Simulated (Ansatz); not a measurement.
Consider the atomization: `c1ccc2ccccc2c1` → 10 C• + 8 H•.

Isolated molecules relaxed with PBE0-D4/def2-TZVP in Ansatz; ΔE leaves out vibrations. CBS: MP2 limit from def2 TZ/QZ plus the TZ coupled-cluster correction, frozen cores. This one scheme is used for every species, atoms too. For atomizations the MP2-based limit and the directly extrapolated one differ by several kJ/mol either way, and by 10 to 25 for some Ge, Se and Sn compounds, so smaller differences from it don't rank the levels. DFT in def2-TZVPP. HSE06 is defined as in plane-wave codes. Open shells (•) are unrestricted, without spin–orbit coupling. Spin–orbit coupling would lower the free atoms: a little for C.

```
             level  ΔE (kJ/mol)
       LDA (SPW92)      10484.8
             HSE06       9203.3
   CCSD/def2-TZVPP       8632.7
SCS-MP2/def2-QZVPP       9077.4
```

(1) What does CCSD(T)/CBS give? (An estimate is asked.)

Largest T1 diagnostic among the species: 0.010.

Answers

(1) The calculation gave: +9019.2 kJ/mol. The listed levels differ from it by 1465.6, 184.1, -386.5, 58.2 kJ/mol.

In def2-TZVPP, CCSD(T) changes the Hartree–Fock value by +2079.9 kJ/mol (the triples alone add +180.4 kJ/mol) and MP2 by +2368.6 kJ/mol; breaking electron pairs costs correlation energy, which Hartree–Fock lacks. From r2SCAN to r2SCAN0 (25 % exact exchange), in def2-TZVPP and without D4, ΔE moves by −139.7 kJ/mol: exact exchange takes away binding that semilocal exchange gives to molecules. The D4 term adds +91.6 kJ/mol with B3LYP and +48.7 kJ/mol with PBE0; it sums over pairs of atoms, weighted by their polarisabilities, and B3LYP, whose exchange is more repulsive, gets the larger term.

B3LYP here is the variant with VWN-RPA as its local correlation; programs differ in this.
